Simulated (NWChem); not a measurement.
System: phosphine (PH3); SMILES P

```xyz
4

P      0.0000     0.0000     0.1336
H      0.4028    -1.1193    -0.6421
H     -1.1707     0.2109    -0.6421
H      0.7680     0.9085    -0.6421
```
Atoms are numbered in this order, from 1.

Computed with NWChem. Geometry: optimised at PBE0-D3(BJ)/def2-TZVP. Ions are spin-unrestricted doublets at the neutral geometry; other ion states weren't tried.

**Question.** Estimate the computed values for M06-2X/aug-cc-pVDZ. Quantities: vertical ionisation energy, ΔSCF (eV); −ε(HOMO) (eV).

**Answer.** 
```yaml
vertical ionisation energy, ΔSCF (eV): 10.51
"−ε(HOMO) (eV)": 8.94
```
